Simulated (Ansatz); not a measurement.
Species: HCl, charge 1, multiplicity 2. 
Coordinates optimised at B3LYP-D3(BJ)/def2-TZVP (Ansatz, a program for electronic structure):
```xyz
2

Cl     0.0000     0.0000    -0.0736
H      0.0000     0.0000     1.2515
```
Charge +1, spin multiplicity 2.

Basis-set convergence of Hartree-Fock and CCSD(T) correlation energies (hartree) with Ansatz. Valence correlation only, unless marked. UHF or UKS for open shells. Spin-orbit coupling is left out. No relativistic terms.

```json
[
 {"basis": "def2-SVP", "functions": "23", "E(HF)": "-459.51572", "E(corr, CCSD(T))": "-0.14111"},
 {"basis": "def2-TZVPP", "functions": "56", "E(HF)": "-459.67600", "E(corr, CCSD(T))": "-0.19317"},
 {"basis": "def2-QZVPP", "functions": "100", "E(HF)": "-459.68916", "E(corr, CCSD(T))": "-0.20820"}
]
```

Extrapolating the two largest sets (X = 3 and 4) as X^-3: E(corr) = (64·(-0.20820) - 27·(-0.19317))/37 = -0.2192 Eh, an estimate of the basis-set limit. The largest set recovers 95.0 % of it, the smallest 64.4 %.
